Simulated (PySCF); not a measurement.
Geometries of 6 isomers of C5H10S, from PBE0-D3(BJ)/def2-SVP geometry optimisation, gas phase (PySCF). One conformer each, no zero-point energy, no frequencies.

Question: Which isomer lies lowest at this level?
A.
```xyz
16
angstrom
C      0.031   -1.502    0.155
C      0.041    0.029    0.022
C     -0.811    0.439   -1.191
C      1.466    0.540   -0.135
C     -0.648    0.582    1.244
S     -0.070    1.631    2.328
H      0.622   -1.827    1.025
H     -0.992   -1.892    0.270
H      0.468   -1.960   -0.746
H     -0.835    1.533   -1.304
H     -0.384    0.008   -2.110
H     -1.848    0.080   -1.099
H      2.086    0.259    0.729
H      1.488    1.638   -0.207
H      1.921    0.119   -1.045
H     -1.675    0.194    1.367
```
B.
```xyz
16
angstrom
C      2.122   -0.020   -0.077
C      0.797   -0.695    0.242
C     -0.375   -0.100   -0.517
C     -1.768   -0.675   -0.218
S     -2.537    0.986   -0.371
C     -0.747    1.361   -0.206
H      2.361   -0.098   -1.150
H      2.953   -0.474    0.484
H      2.098    1.052    0.178
H      0.591   -0.628    1.325
H      0.859   -1.773    0.010
H     -0.190   -0.183   -1.602
H     -2.153   -1.428   -0.922
H     -1.860   -1.062    0.810
H     -0.497    1.656    0.827
H     -0.375    2.128   -0.899
```
C.
```xyz
16
angstrom
C      2.635    0.187   -0.393
S      1.538    0.434    1.018
C      0.046   -0.346    0.376
C     -0.773    0.345   -0.735
C     -2.051   -0.051    0.031
C     -1.190   -0.265    1.291
H      2.242    0.676   -1.297
H      2.797   -0.883   -0.594
H      3.600    0.647   -0.140
H      0.269   -1.393    0.111
H     -0.649   -0.020   -1.765
H     -0.605    1.433   -0.717
H     -2.860    0.692    0.088
H     -2.477   -0.996   -0.340
H     -1.401   -1.132    1.934
H     -1.157    0.639    1.918
```
D.
```xyz
16
angstrom
C     -0.053   -1.188    0.159
C     -1.338   -0.403   -0.090
C     -1.255    1.038    0.391
S      0.060    1.978   -0.436
C      1.437    0.858   -0.056
C      1.174   -0.571   -0.507
H      0.124   -1.255    1.249
H     -0.180   -2.223   -0.194
H     -2.179   -0.903    0.420
H     -1.571   -0.406   -1.169
H     -2.186    1.584    0.178
H     -1.095    1.077    1.482
H      1.644    0.895    1.028
H      2.313    1.284   -0.569
H      1.045   -0.580   -1.603
H      2.062   -1.186   -0.284
```
E.
```xyz
16
angstrom
S      2.312    0.296    1.109
C      1.744   -0.873   -0.167
C      0.241   -1.110   -0.215
C     -0.567    0.091   -0.639
C     -2.031    0.158   -0.322
C     -1.075    1.076    0.378
H      1.708    1.391    0.603
H      2.269   -1.809    0.077
H      2.123   -0.546   -1.148
H     -0.104   -1.454    0.774
H      0.051   -1.938   -0.921
H     -0.271    0.512   -1.608
H     -2.707    0.580   -1.070
H     -2.460   -0.668    0.254
H     -0.843    0.876    1.427
H     -1.088    2.137    0.115
```
F.
```xyz
16
angstrom
C      2.403   -0.066    0.630
C      1.960    0.813   -0.277
S      0.500    0.799   -1.233
C     -0.367   -0.676   -0.633
C     -1.077   -0.502    0.704
C     -2.222    0.496    0.659
H      3.364    0.097    1.122
H      1.847   -0.962    0.913
H      2.562    1.697   -0.519
H     -1.092   -0.902   -1.432
H      0.352   -1.511   -0.613
H     -1.451   -1.492    1.017
H     -0.345   -0.196    1.469
H     -2.687    0.616    1.649
H     -1.865    1.484    0.331
H     -3.008    0.173   -0.043
```

Answer: D. That is `C1CCSCC1`, 19.6 kcal/mol below the next.

```json
{"SMILES": "C1CCSCC1", "atoms numbered as above": "[CH2:1]1[CH2:2][CH2:3][S:4][CH2:5][CH2:6]1", "E (Eh)": "-594.12445", "relative (kcal/mol)": "0.0", "relative (kJ/mol)": "0.0", "dipole (D)": "1.73"}
{"SMILES": "CCC1CSC1", "atoms numbered as above": "[CH3:1][CH2:2][CH:3]1[CH2:4][S:5][CH2:6]1", "E (Eh)": "-594.09324", "relative (kcal/mol)": "19.6", "relative (kJ/mol)": "81.9", "dipole (D)": "2.07"}
{"SMILES": "CC(C)(C)C=S", "atoms numbered as above": "[CH3:1][C:2]([CH3:3])([CH3:4])[CH:5]=[S:6]", "E (Eh)": "-594.09227", "relative (kcal/mol)": "20.2", "relative (kJ/mol)": "84.5", "dipole (D)": "2.41"}
{"SMILES": "C=CSCCC", "atoms numbered as above": "[CH2:1]=[CH:2][S:3][CH2:4][CH2:5][CH3:6]", "E (Eh)": "-594.08412", "relative (kcal/mol)": "25.3", "relative (kJ/mol)": "105.9", "dipole (D)": "1.19"}
{"SMILES": "SCCC1CC1", "atoms numbered as above": "[SH:1][CH2:2][CH2:3][CH:4]1[CH2:5][CH2:6]1", "E (Eh)": "-594.08335", "relative (kcal/mol)": "25.8", "relative (kJ/mol)": "107.9", "dipole (D)": "1.65"}
{"SMILES": "CSC1CCC1", "atoms numbered as above": "[CH3:1][S:2][CH:3]1[CH2:4][CH2:5][CH2:6]1", "E (Eh)": "-594.08320", "relative (kcal/mol)": "25.9", "relative (kJ/mol)": "108.3", "dipole (D)": "1.55"}
```

As drawn, the highest has a four-membered ring, which the lowest lacks.
